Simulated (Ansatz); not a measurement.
A calculation with Ansatz (development build ahead of 0.2.0).

```yaml
crystal:
  periodic: [false, false, false]
  atoms:
    - { symbol: C, position_ang: [0.00458, -0.04251, -0.79837] }
    - { symbol: C, position_ang: [0.02675, 0.63465, 0.51152] }
    - { symbol: C, position_ang: [-0.02139, -0.67256, 0.54589] }
    - { symbol: H, position_ang: [0.91028, -0.02128, -1.45681] }
    - { symbol: H, position_ang: [-0.94192, 0.01347, -1.5459] }
    - { symbol: H, position_ang: [0.02175, 1.56306, 1.01794] }
    - { symbol: H, position_ang: [-0.00483, -1.5365, 0.99996] }
basis:
  gaussian: { orbitals: def2-SVP }
hamiltonian:
  xc: hf
correlation:
  method: mp2
  frozen_orbitals: { C: 1, H: 0 }
```

The input is written out in the form of the current development build from the run's settings.

Output:

```yaml
Converged: yes
Reference_energy: -115.72143 hartree
Correlation_energy: -0.40231 hartree
Total_energy: -116.12375 hartree
Spin_squared_of_the_determinant: 0.000
```
